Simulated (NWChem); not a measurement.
Species: water (H2O); SMILES O

```xyz
3

O      0.0000     0.0000     0.1432
H      0.7577     0.0000    -0.4699
H     -0.7577     0.0000    -0.4699
```
Atoms are numbered in this order, from 1.

Results from NWChem. Geometry optimised at PBE-D3(BJ)/def2-SVP; all other runs use it. Pople sets run with spherical d functions. Vzz has the sign of the potential's second derivative.

```
quantity                                                                                     level       value
---------------------------------------------------------  ---------------------------------------  ----------
anisotropy (bohr³), static                                 LDA (Slater exchange, VWN5)/aug-cc-pVDZ  (withheld)
cavity-dispersion-structure term (kcal/mol) in chloroform                      B3LYP/def2-SVP, SMD         0.0
first 1s excitation (eV), O K edge, unshifted                              BHandHLYP/6-311G**, TDA       531.3
vertical, lowest state with f > 0.02, singlet (eV)                   B3LYP/aug-cc-pVDZ, full TDDFT  (withheld)
Vzz O1 (a.u.)                                                                       PBE0/def2-TZVP  (withheld)
J(17O atom 1, 1H atom 2) (Hz)                                                           PBE0/pcJ-1  (withheld)
vertical ionisation energy, ΔSCF (eV)                                          BHandHLYP/def2-TZVP       12.29
dipole (D)                                                                     PBE-D3(BJ)/def2-SVP        1.97
highest harmonic frequency (cm⁻¹)                                              PBE-D3(BJ)/def2-SVP        3790
```

### Question
Some entries are withheld; supply them.

### Answer

- anisotropy (bohr³), static, value: 0.9
- vertical, lowest state with f > 0.02, singlet (eV), value: 6.82
- Vzz O1 (a.u.), value: -1.861
- J(17O atom 1, 1H atom 2) (Hz), value: -58.7
